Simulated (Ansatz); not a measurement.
Two shapes of singlet C3H5(+).

Shape 1:

```xyz
8

C     0.0000    0.0000   -0.4928
C     0.0000    1.1898    0.2111
C     0.0000   -1.1898    0.2111
H     0.0000    0.0000   -1.5874
H     0.0000    2.1593   -0.3030
H     0.0000    1.2037    1.3086
H     0.0000   -2.1593   -0.3030
H     0.0000   -1.2037    1.3086
```

Shape 2:

```xyz
8

C     0.0000    0.0000   -0.4533
C     0.0000    1.0946    0.1942
C     0.0000   -1.0946    0.1942
H     0.0000    0.0000   -1.4604
H     0.0000    1.9866   -0.2788
H     0.0000    1.1074    1.2039
H     0.0000   -1.9866   -0.2788
H     0.0000   -1.1074    1.2039
```

Basis set: 6-31G* (spherical functions). Correlated methods keep 3 orbitals frozen. Charge 1, multiplicity 1.

Computed with Ansatz (development build ahead of 0.2.0); each method stands on the lowest determinant of its kind that the runs found.

Which shape is lower in energy, and by how much in each method?

```tsv
method	E(2) − E(1) (eV)
RHF	1.184
RHF-MP2	1.503
```

Shape 1 is lower. Caution: no unrestricted run beside it, a lower state can exist.
